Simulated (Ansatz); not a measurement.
Born–Oppenheimer molecular dynamics of AlCl$_{2}$H (4 atoms, charge 0, multiplicity 1). It starts from a relaxed structure.

Method: RKS PBE0-D4/def2-SVP (Ansatz).

```
ensemble        : NVT, Nosé–Hoover chain
time step       : 0.5 fs
steps asked     : 250
set temperature : 100 K
thermostat      : time constant 50 fs, chain length 1
seed            : 604433
```

Frames 0.5 fs apart, positions in Å.

Velocities at 75.0 fs (Å/ps):

```
Al -1.30 1.27 0.50
H 18.33 -13.94 6.59
Cl 0.75 -0.29 -0.20
Cl -0.28 -0.28 -0.37
```

```xyz
4
Properties=species:S:1:pos:R:3 time_fs=75.0 energy_less_start_eV=0.007 T=142
Al -0.011 0.004 -0.010
H 0.000 -0.044 1.570
Cl 1.797 -0.002 -1.105
Cl -1.788 0.000 -1.100
4
Properties=species:S:1:pos:R:3 time_fs=75.5 energy_less_start_eV=0.009 T=137
Al -0.012 0.004 -0.010
H 0.009 -0.051 1.573
Cl 1.797 -0.002 -1.105
Cl -1.788 0.000 -1.100
4
Properties=species:S:1:pos:R:3 time_fs=76.0 energy_less_start_eV=0.010 T=132
Al -0.012 0.005 -0.009
H 0.018 -0.058 1.576
Cl 1.797 -0.002 -1.105
Cl -1.788 0.000 -1.100
4
Properties=species:S:1:pos:R:3 time_fs=76.5 energy_less_start_eV=0.012 T=126
Al -0.013 0.006 -0.009
H 0.027 -0.065 1.577
Cl 1.798 -0.002 -1.105
Cl -1.789 0.000 -1.101
4
Properties=species:S:1:pos:R:3 time_fs=77.0 energy_less_start_eV=0.014 T=120
Al -0.013 0.006 -0.009
H 0.036 -0.071 1.579
Cl 1.798 -0.002 -1.105
Cl -1.789 -0.001 -1.101
4
Properties=species:S:1:pos:R:3 time_fs=77.5 energy_less_start_eV=0.016 T=115
Al -0.014 0.007 -0.009
H 0.045 -0.078 1.579
Cl 1.798 -0.002 -1.106
Cl -1.789 -0.001 -1.101
4
Properties=species:S:1:pos:R:3 time_fs=78.0 energy_less_start_eV=0.018 T=110
Al -0.014 0.007 -0.008
H 0.054 -0.084 1.578
Cl 1.799 -0.003 -1.106
Cl -1.789 -0.001 -1.101
4
Properties=species:S:1:pos:R:3 time_fs=78.5 energy_less_start_eV=0.019 T=105
Al -0.015 0.008 -0.008
H 0.062 -0.090 1.577
Cl 1.799 -0.003 -1.106
Cl -1.789 -0.001 -1.101
4
Properties=species:S:1:pos:R:3 time_fs=79.0 energy_less_start_eV=0.021 T=101
Al -0.015 0.009 -0.008
H 0.071 -0.097 1.575
Cl 1.799 -0.003 -1.106
Cl -1.790 -0.001 -1.102
4
Properties=species:S:1:pos:R:3 time_fs=79.5 energy_less_start_eV=0.022 T=97
Al -0.015 0.009 -0.007
H 0.079 -0.102 1.572
Cl 1.799 -0.003 -1.106
Cl -1.790 -0.001 -1.102
4
Properties=species:S:1:pos:R:3 time_fs=80.0 energy_less_start_eV=0.023 T=93
Al -0.015 0.010 -0.007
H 0.086 -0.108 1.569
Cl 1.799 -0.003 -1.105
Cl -1.790 -0.001 -1.102
4
Properties=species:S:1:pos:R:3 time_fs=80.5 energy_less_start_eV=0.024 T=89
Al -0.016 0.010 -0.007
H 0.093 -0.114 1.565
Cl 1.800 -0.003 -1.105
Cl -1.790 -0.001 -1.102
```

Of the whole run (125 fs, mean temperature of the second half 113 K): The conserved energy stayed within 0.018 meV per atom of its start (net change 0.011 meV per atom), so the integration is sound. The mean temperature of the second half is 13 % above the set value. A run of 0.12 ps of so small a system gives no equilibrium averages.

Time of the run: 4.6 min on 1 thread of Arm Neoverse V2, on a shared host, peak memory 0.11 GiB.
